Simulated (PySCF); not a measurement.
## Functional benchmark on one molecule

Molecule: SMILES CP(C)C, C3H9P.

Atom-mapped SMILES (the numbers label the heavy atoms): `[CH3:1][P:2]([CH3:3])[CH3:4]` (H(Xn): hydrogen on atom n).

Geometry PBE0-D3(BJ)/def2-SVP throughout; GIAO in PySCF 2.14, gas phase, one conformer, non-relativistic; equivalent atoms averaged; basis pcSseg-2.

Reference values (measured; solution; E. Pretsch, P. Bühlmann, M. Badertscher, Structure Determination of Organic Compounds, 4th ed., Springer 2009): δ(H(C1)/H(C3)/H(C4)) = 0.97 ppm. Computed shifts are taken against TMS, calculated as an isolated molecule at each level.

How do the functionals WP04, B97-2, BHandHLYP, CAM-B3LYP, wB97X-D, LC-wPBE perform against the reference? Times are CPU seconds on 1 thread of an Arm Neoverse V2, shared host.

Results:


```
functional                    kind  H(C1)/H(C3)/H(C4)  abs. error H  core-s
      WP04           global hybrid               0.88          0.09      22
     B97-2           global hybrid               0.92          0.05      21
 BHandHLYP           global hybrid               0.89          0.08      20
 CAM-B3LYP  range-separated hybrid               0.89          0.08      31
   wB97X-D  range-separated hybrid               0.89          0.08      28
   LC-wPBE  range-separated hybrid               0.86          0.11      38
```

For 1H the closest is B97-2 (0.05 ppm) and the furthest LC-wPBE (0.11 ppm). One molecule is a small sample, and vibrational and solvent effects are absent from the calculation.
